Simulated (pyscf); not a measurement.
## Hydrogen shift: `[CH2]=[NH]` -> `[CH][NH2]` [singlet]

Gas phase, singlet surface, charge 0. Bonds broken: C1–H3. Bonds formed: N2–H3. Optimised with ωB97X-D3(BJ)/def2-SVP in PySCF. Correlated levels are frozen-core, on RHF or UHF. ΔMP2 is the change of the MP2 total energy from the triple- to the quadruple-zeta basis.

Transition state (Å):

```xyz
5

C     -0.0599     0.5143     0.3210
N      0.6794    -0.2536    -0.4674
H      1.2228     0.6280     0.1322
H     -1.0884     0.7623    -0.0350
H      0.3335    -0.5219    -1.4069
```

One imaginary mode, 1986i cm⁻¹; descent along it reached the two sides named.

```
bond   change  reactant side (Å)  saddle  product side
-----  ------  -----------------  ------  ------------
C1–H3  breaks              1.103   1.302         2.021
N2–H3   forms              2.046   1.197         1.019
```

Electronic energies relative to the reactant's lowest minimum found (eV):

| level | barrier | reaction energy | reverse barrier |
|---|---|---|---|
| ωB97X-D3(BJ)/def2-TZVP | 3.72 | +1.49 | 2.23 |
| PBE/def2-TZVP | 3.49 | +1.54 | 1.95 |
| r²SCAN/def2-TZVP | 3.63 | +1.54 | 2.08 |
| B3LYP-D3(BJ)/def2-TZVP | 3.70 | +1.51 | 2.19 |
| PBE0-D3(BJ)/def2-TZVP | 3.64 | +1.51 | 2.13 |
| M06-2X/def2-TZVP | 3.67 | +1.49 | 2.18 |
| ωB97M-D3(BJ)/def2-TZVP | 3.65 | +1.46 | 2.19 |
| HF/def2-TZVP | 4.08 | +1.36 | 2.72 |
| MP2/def2-QZVPP | 3.75 | +1.64 | 2.11 |
| CCSD/def2-TZVPP | 3.80 | +1.52 | 2.29 |
| CCSD(T)/def2-TZVPP | 3.74 | +1.55 | 2.19 |
| CCSD(T)/def2-TZVPP + ΔMP2(QZVPP) | 3.72 | +1.54 | 2.18 |

With CCSD(T)/def2-TZVPP + ΔMP2(QZVPP) energies and thermal terms (ideal gas, 1 atm, RRHO with modes under 100 cm⁻¹ raised to 100, one conformer, R ln 2 for chiral ones without a mode under 150 cm⁻¹), in eV:

```csv
T (K),ΔH‡,ΔG‡,ΔH,ΔG
298,3.54,3.51,+1.54,+1.54
600,3.54,3.48,+1.54,+1.53
900,3.54,3.45,+1.55,+1.52
1200,3.53,3.42,+1.55,+1.52
```

This is the saddle that the search found; another between the same sides may lie lower. The CCSD(T) − MP2 part came from Ansatz, without density fitting, on the same reference.
